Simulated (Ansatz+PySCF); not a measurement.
Values are calculated unless marked as measured or tabulated.
## Ansatz (development build ahead of 0.2.0) run

```yaml
crystal:
  periodic: [false, false, false]
  atoms:
    - { symbol: C, position_ang: [-0.03401, -0.02037, -1.05211] }
    - { symbol: S, position_ang: [-0.03539, 0.00714, 0.55012] }
    - { symbol: H, position_ang: [-0.03202, -0.95705, -1.63975] }
    - { symbol: H, position_ang: [-0.00635, 0.88012, -1.61309] }
basis:
  gaussian: { orbitals: def2-SVP }
hamiltonian:
  xc: pbe
scf:
  omitted_lower_state_checks: [starts, atomic_configurations, cluster_reference, orbital_swaps, given_window_search, neighbouring_geometries, increment]
output:
  forces: true
```

The input is written out in the form of the current development build from the run's settings.

Results

```yaml
Converged: yes
Total_energy: -437.07740 hartree
Spin_squared_of_the_determinant: 0.000
Stability_test: minimum among restricted orbitals
```

Forces (eV/Å):
```csv
atom,Fx,Fy,Fz
C1,0.068,-1.246,0.268
S2,-0.033,-0.070,0.913
H3,-0.040,-0.151,-0.104
H4,0.005,1.468,-1.077
```
